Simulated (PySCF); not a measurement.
Method: B3LYP-D3(BJ)/def2-TZVP run with PySCF. Gas-phase values, no solvent. B3LYP has the VWN-RPA correlation part, as in Gaussian. 

Reference species (SMILES): `[Cl]` (neutral, multiplicity 2).

```
Item            Value
-------------  ------
dipole moment  0.00 D
```

Changed species: `[SiH3]` (radical fragment; the reference has radical fragment).

### Question
Predict the effect on the dipole moment.

### Answer
the dipole moment rises by 0.08 D, to 0.08 D.
